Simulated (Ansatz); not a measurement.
# CHOSi+ (triplet): wave-function methods side by side, cc-pVDZ

An exercise on one series of results from a longer session: the logs are not shown, and one member is left open.

Method: cc-pVDZ, core rule «outside noble gas», up to 7 orbitals frozen; program: Ansatz 0.2.0, Gaussian basis.

The runs, in order: UHF; CCSD(T) on ROHF; CCSD(T) on UHF; BCCD(T) on ROHF; CISD; CCSDT(Q) on ROHF; CCSDT(Q) on UHF; CASSCF and NEVPT2, 10 electrons in 10 orbitals.

25 further runs of the same task are left out: 9 that didn't finish, 16 set aside as unsound or not needed.

**The geometry**

The geometry is a PBE0/def2-TZVP stationary point (not a proven minimum) of the parent state, kept for this charge and spin.

4 atoms, charge 1, spin multiplicity 3.

Atoms are counted from 1 here; the program's logs count them from 0.

Bond lengths: O1–C2 1.143 Å, C2–Si3 1.838 Å, Si3–H4 1.523 Å. Angles: O1–C2–Si3 173.7°, C2–Si3–H4 83.4°.

Set-up of the first run:

in.yaml reads:

```yaml
crystal:
  periodic: [false, false, false]
  atoms:
    - {symbol: O, position_ang: [0.000000, 0.008101, 1.755319]}
    - {symbol: C, position_ang: [0.000000, 0.052092, 0.612788]}
    - {symbol: Si, position_ang: [0.000000, -0.078659, -1.220644]}
    - {symbol: H, position_ang: [0.000000, 1.442456, -1.152508]}
basis:
  gaussian: {orbitals: cc-pVDZ}
total_charge: 1
magnetization: {spin_polarized: true, initial_magnetization: 2}
hamiltonian: {xc: hf}
output: {orbitals: {seedname: orbitals}}
```

Command:

```
$ ansatz run in.yaml --threads 1 --pin off --events-out ev --progress --plain --max-ram 2393MiB
```

Steps of the session up to this table: UHF; CCSD(T) on ROHF; CCSD(T) on UHF; BCCD(T) on ROHF; CISD; CCSDT(Q) on ROHF; CCSDT(Q) on UHF; CASSCF and NEVPT2, 10 electrons in 10 orbitals.

One of the session's tables, all rows but one given; the rest of the session is left out.

It belongs to the step «Misses and costs». 

| method | from UCCSDT(Q) (meV) |
| --- | --- |
| ROHF | +10736.8 |
| UHF | +10650.3 |
| RMP2 | +931.6 |
| UMP2 | +988.9 |
| CISD | +1497.7 |
| RCCSD | ? |
| UCCSD | +495.9 |
| RCCSD(T) | +75.3 |
| UCCSD(T) | +79.1 |
| BCCD(T) | +74.3 |
| RCCSDT | +47.0 |
| UCCSDT | +46.5 |
| RCCSDT(Q) | +6.2 |
| UCCSDT(Q) | 0 |

Q: Estimate the row for RCCSD from the others.

**Answer.** from UCCSDT(Q) (meV): +500.2. In the column «from UCCSDT(Q) (meV)» it lies between UCCSD (+495.9) and RMP2 (+931.6).

Left out of the table: CASSCF frontier, NEVPT2 frontier (the active space lost an orbital or holds another state than full CI finds).

To keep in mind: Restricted and unrestricted rows rest on different reference determinants; where their highest levels disagree by more than a few hundredths of an eV, they describe different states and don't form one ladder. Warnings in the runs' records: passed over end.
